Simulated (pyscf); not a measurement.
**Routes from `[NH2][Si][Cl]` [singlet]**

Candidate steps break at most two bonds and form at most two. Each was searched with GFN2-xTB (tblite) first. Structures and frequencies: ωB97X-D3(BJ)/def2-SVP in PySCF. Correlated levels are frozen-core, on RHF or UHF. ΔMP2 is the change of the MP2 total energy from the triple- to the quadruple-zeta basis. Energies: CCSD(T)/def2-TZVPP + ΔMP2(QZVPP), kcal/mol, from the reactant's lowest minimum found, singlet surface; ΔG‡ with ideal gas, 1 atm, RRHO with modes under 100 cm⁻¹ raised to 100, one conformer, R ln 2 for chiral ones without a mode under 150 cm⁻¹.

| products | type | ΔE‡ | ΔE | ΔG‡ 298 K | ΔG‡ 900 K | ν‡ (cm⁻¹) |
|---|---|---|---|---|---|---|
| HN=Si: [singlet] + HCl | elimination | 54.9 | +47.5 | 50.1 | 49.9 | 794i |
| HN=SiH–Cl | hydrogen shift | 68.4 | +23.4 | 63.8 | 63.2 | 1313i |

Row 1: On the product side the descent ends in a complex, 4.7 kcal/mol under the separated species and 7.1 kcal/mol under the saddle at ωB97X-D3(BJ)/def2-TZVP. 

Plain bond fissions and candidates not yet searched are not listed, and one of them may be faster. Each barrier is that of the saddle found; lower ones may exist. The CCSD(T) − MP2 part came from Ansatz, without density fitting, on the same reference.
